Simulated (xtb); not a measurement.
xtb input:

```bash
xtb mol.xyz --gfnff --opt tight --chrg 0 --uhf 0
```
mol.xyz:
```
11

C     -0.00139165    -0.00334083     0.58589379
C      0.00267198     1.27254219    -0.25206775
C     -0.00144008    -1.26958484    -0.26657299
H     -0.87744234    -0.00566370     1.24134070
H      0.87153550    -0.00851641     1.24547871
H      0.00264334     2.16564392     0.37573330
H     -0.00436951    -2.16978780     0.35099555
H      0.88562788     1.31645313    -0.89469099
H     -0.87708528     1.31932823    -0.89886150
H     -0.88133215    -1.30614068    -0.91384229
H      0.88138101    -1.30901578    -0.90967178
```

Question: Which total energy does the run end on?

Answer: -1.51554 Eh (GFN-FF).
